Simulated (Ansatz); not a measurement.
**How far each method lies from full CI for AlH₄⁺, singlet**

All five atoms lie in one plane.

Geometry: a point of a breathe scan, not a stationary point.

```yaml
atoms:
  - { symbol: Al, position_ang: [0.0000, 0.0000, -0.2327] }
  - { symbol: H, position_ang: [0.0000, -0.7550, 3.7718] }
  - { symbol: H, position_ang: [0.0000, 0.7550, 3.7718] }
  - { symbol: H, position_ang: [0.0000, 3.0155, -0.6568] }
  - { symbol: H, position_ang: [0.0000, -3.0155, -0.6568] }
```

Basis cc-pVDZ; Ansatz 0.2.0. Only valence electrons are correlated (noble-gas cores frozen), which leaves 6 electrons in 33 orbitals. R marks a restricted (for open shells ROHF) determinant, U an unrestricted one. Active spaces: valence = (6e, 8o) chosen from the atoms' valence shells; pair = (2e, 2o) about the gap.

Full CI is exact within this basis and frozen core; it isn't the basis-set limit. The frozen core follows each run's orbitals, which can shift R against U totals by a few meV.

Unrestricted rows (U) aren't spin-pure: their determinants' ⟨S²⟩ exceeds S(S+1) by up to 1.59, so they mix in states of higher spin. Coupled cluster chose its determinant by trial CCSD, here up to 2.21 eV above the lowest Hartree–Fock solution of its kind.

* UHF ⟨S²⟩: 1.595
* T1 diagnostic (RCCSD): 0.0595
* largest doubles amplitude (RCCSD): 1.063

```csv
level,E − E(full CI) (meV),share of correlation (%),wall time
UHF,2184,77.51,0.48 s
UMP2,1231,87.33,–
RCCSD*,29,99.71,–
UCCSD,16,99.84,–
RCCSD(T)*,-46,100.47,0.99 s
UCCSD(T),12,99.88,2.3 s
BCCD(T)*,-38,100.40,1.1 s
RCCSDT*,-6,100.06,–
UCCSDT,4,99.96,–
RCCSDT(Q)*,4,99.95,2.8 s
UCCSDT(Q),1,99.99,15 s
CASSCF (pair space),2708,72.12,–
NEVPT2 (pair space),1031,89.39,0.21 s
MRCISD (pair space),174,98.21,–
MRCISD+Q (pair space),-179,101.84,0.33 s
CASSCF (valence space),238,97.55,–
NEVPT2 (valence space),77,99.20,1.5 s
MRCISD (valence space),9,99.91,–
MRCISD+Q (valence space),8,99.92,2.1 s
```

An asterisk marks runs whose energy the program itself flagged as in doubt.

The correlation energy at full CI, counted from the determinant under the R cluster runs, is -9.712 eV. That run took 26 s on 1 thread of Arm Neoverse V2, shared host over 7,516,932 determinants.

Run but not shown, since their state or frozen core can't be matched to the reference's or they repeat it: RHF, RMP2, CISD.

Times hold each run's SCF and search for its determinant on a shared host, so for small cases they say little of a method's own cost; they ran on 1 thread of Arm Neoverse V2.

Not variational, and here over 5 meV under the exact energy: RCCSD(T), BCCD(T), RCCSDT, MRCISD+Q (pair space).

The full-CI state has the irrep A1 of C2v, in the program's axes.

Natural occupations of full CI about the gap: 1.887 1.824 1.087 0.912 0.171 0.038 0.037 0.036 0.003 0.001; effectively unpaired electrons, Σ n²(2−n)², 2.23. No single determinant describes this state well, so single-reference rows can miss without a flag.
